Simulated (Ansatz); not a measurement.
Ansatz (a first-principles code) input (CCSD(T)/cc-pV(Q+d)Z): A basis named .json is the Basis Set Exchange file of that set (core-valence sets with the plain set on hydrogen).

Ansatz 0.2 input:
```yaml
crystal:
  periodic: [false, false, false]
  atoms:
    - {symbol: C, position_ang: [0.01909113, 0.15267994, -1.32752912]}
    - {symbol: Cl, position_ang: [-0.01118660, 0.00667210, 0.64763898]}
    - {symbol: H, position_ang: [0.90111306, -0.49482969, -1.50763755]}
    - {symbol: H, position_ang: [-0.82548774, -0.53467571, -1.53705043]}
basis:
  gaussian:
    orbitals: cc-pV_Q+d_Z.json
total_charge: -1
magnetization: {spin_polarized: false}
correlation: {method: ccsd_t, electrons: outside_noble_gas}
```

Output:

```
Functional definition: HF
integrals: 0.60 GiB planned
1056 factors; integrals over basis functions are off by at most 7.6e-4 eV
mean field: 0.55 GiB planned
mean field evaluation 1: about -13563.8101 eV, gradient 1.8e1 eV
mean field evaluation 2: about -13563.8106 eV, gradient 1.8e1 eV
mean field evaluation 4: about -13564.7969 eV, gradient 1.8e0 eV
mean field evaluation 8: about -13564.8273 eV, gradient 2.3e-3 eV
mean field evaluation 16: about -13564.7964 eV, gradient 1.8e0 eV
mean field -13564.82731008 eV, -498.4982090754 hartree, gradient 1.4e-6 eV, S^2 0.000000; 0 other end points of the search recorded, 0 dependent functions left out
6 core orbitals not correlated
reference -13564.82731008 eV, -498.4982090754 hartree; 7, 7 occupied and 166, 166 virtual orbitals, 1056 factors
second order -11.12700790 eV of doubles, -0.00000000 eV of singles
coupled cluster: 1.14 GiB planned
cycle   1  -11.50305922 eV  change   -3.8e-1 eV  update   6.9e-2
cycle   2  -11.76448474 eV  change   -2.6e-1 eV  update   2.1e-2
cycle   3  -11.82369805 eV  change   -5.9e-2 eV  update   1.1e-2
cycle   4  -11.81836030 eV  change    5.3e-3 eV  update   3.0e-3
cycle   5  -11.81797482 eV  change    3.9e-4 eV  update   1.3e-3
cycle   6  -11.81801867 eV  change   -4.4e-5 eV  update   4.3e-4
cycle   7  -11.81791680 eV  change    1.0e-4 eV  update   1.6e-4
cycle   8  -11.81797364 eV  change   -5.7e-5 eV  update   8.9e-5
cycle   9  -11.81796235 eV  change    1.1e-5 eV  update   3.8e-5
cycle  10  -11.81794709 eV  change    1.5e-5 eV  update   1.6e-5
perturbative correction -0.55981418 eV, -0.0205727917 hartree
Total energy: -13577.20507136 eV, -498.9530834122 hartree
```
